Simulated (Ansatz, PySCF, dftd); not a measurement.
Species: C$_{2}$H$_{6}$O, charge 0, singlet. C2H6O (ethanol, SMILES CCO).
B3LYP-D3(BJ)/def2-TZVP minimum from Ansatz (a first-principles code):
```
C
H 1 1.0973
H 1 1.0973 2 107.69
O 1 1.4270 2 110.49 3 -120.76
H 4 0.9624 1 108.87 2 59.54
C 1 1.5131 2 110.09 3 120.04
H 6 1.0909 1 110.47 2 60.81
H 6 1.0909 7 108.30 1 -121.11
H 6 1.0917 7 108.54 8 -117.66
```

Property: enthalpy of formation at 298 K (by atomisation, with ideal-gas terms from PySCF's Hessian at B3LYP-D3(BJ)/def2-TZVP and the atoms' measured values of the G2/97 table; no spin-orbit terms), in kcal/mol. Open shells are spin-unrestricted; no spin-orbit coupling. Correlated methods leave the cores frozen. Rows without X2C or -DK are non-relativistic. CBS(X,Y): correlation extrapolated as X^-3, Hartree-Fock from the larger set. A bracket is a step between two methods taken in the basis named. Functionals run without relativity, which enters their misses. '+ core + X2C': CCSD(T) terms for core correlation (cc-pwCVTZ) and scalar relativity (cc-pVTZ-DK). For partners of very few electrons the exact lower level stands in for a higher one.

Measured: -56.1 kcal/mol, -234.6 kJ/mol (Active Thermochemical Tables 1.112 (ions: stationary electron), as tabulated in the package chemicals); atomic spin-orbit terms, which the calculations lack, would raise the computed values.

| level | program | enthalpy of formation at 298 K (kcal/mol) | error against that value |
|---|---|---|---|
| PBE-D4/def2-TZVPD | Ansatz + dftd4 | -68.1 | -12.0 |
| PBE/def2-TZVPD | Ansatz | -65.8 | -9.7 |
| B3LYP-D3(BJ)/def2-TZVPD | Ansatz + dftd3 | -55.0 | 1.1 |
| B3LYP-D4/def2-TZVPD | Ansatz + dftd4 | -54.2 | 1.9 |
| r2SCANh/def2-TZVPD | Ansatz | -49.2 | 6.9 |
| CAM-B3LYP/def2-TZVPD | Ansatz | -56.3 | -0.2 |
| wB97X-V/def2-TZVPD | Ansatz | -54.2 | 1.9 |
| MP2/cc-pVDZ | Ansatz | -2.5 | 53.6 |
| MP2/cc-pVTZ | Ansatz | -44.7 | 11.4 |
| CCSD/cc-pVQZ | Ansatz | -37.6 | 18.5 |
| CCSD(T)/cc-pVTZ | Ansatz | -36.8 | 19.3 |
| CCSDT(Q)/cc-pVDZ | Ansatz | 3.0 | 59.1 |
| CCSD(T)/CBS(cc-pVTZ,cc-pVQZ) + [CCSDT(Q) - CCSD(T)]/cc-pVDZ + core + X2C | Ansatz | -57.5 | -1.4 |
